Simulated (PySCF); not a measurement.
Species: C4H6S.
Z-matrix (Å and degrees, PBE0-D3(BJ)/def2-SVP geometry), rows numbered from 1:
```
C 
C   1  1.3332
C   2  1.5034  1  124.93
C   3  1.4989  2  110.29  1   109.91
S   4  1.6143  3  126.14  2   115.22
H   1  1.0950  2  121.53  3     1.53
H   1  1.0931  2  121.38  3  -179.05
H   2  1.0966  1  119.62  3   178.16
H   3  1.1047  2  109.35  1    -9.26
H   3  1.1010  2  111.04  1  -129.13
H   4  1.1039  3  113.91  2   -63.04
```

Computed, not measured: EOM-IP-CCSD/aug-cc-pVDZ in PySCF, restricted Hartree–Fock reference, frozen core, non-relativistic, gas phase, PBE0-D3(BJ)/def2-SVP geometry.

Hartree–Fock orbital energies give these Koopmans values (eV): HOMO 9.31, HOMO-1 10.40, HOMO-2 11.01, HOMO-3 13.75, HOMO-4 14.09, HOMO-5 15.57, HOMO-6 16.15, HOMO-7 16.67.

Question: What vertical ionisation energies does EOM-IP-CCSD give?

Answer: 
| leading hole (HF orbital) | Koopmans (eV) | EOM-IP-CCSD (eV) | change (eV) | one-hole share |
| --- | --- | --- | --- | --- |
| HOMO | 9.31 | 8.71 | -0.60 | 0.95 |
| HOMO-1 | 10.40 | 10.31 | -0.09 | 0.96 |
| HOMO-2 | 11.01 | 10.99 | -0.02 | 0.95 |
| HOMO-3 | 13.75 | 12.65 | -1.10 | 0.95 |
| HOMO-4 | 14.09 | 13.00 | -1.09 | 0.95 |
| HOMO-5 | 15.57 | 14.20 | -1.37 | 0.94 |
| HOMO-6 | 16.15 | 14.51 | -1.64 | 0.93 |
| HOMO-7 | 16.67 | 15.18 | -1.49 | 0.94 |

Question: Does the order of the lines follow the orbital energies?

Answer: Yes, no two lines change places. The corrections run from -1.64 to -0.02 eV, with a mean of -0.93 eV over the 8 lines; no line lies above its Koopmans value. Koopmans values leave out both the relaxation of the orbitals and the change in correlation energy.

Question: At what kinetic energies would He I light (21.22 eV) eject these electrons?

Answer: 12.51 eV (HOMO), 10.91 eV (HOMO-1), 10.23 eV (HOMO-2), 8.57 eV (HOMO-3), 8.22 eV (HOMO-4), 7.02 eV (HOMO-5), 6.71 eV (HOMO-6), 6.04 eV (HOMO-7).

One root was sought for each valence orbital with −ε under 21 eV, eight at most, so deeper holes and satellites are missing; no vibrational structure.

The run took 8.7 min wall on one thread of an Arm Neoverse V1, shared host, and the process peaked at 3.1 GiB of memory.

One conformer stands for the species.
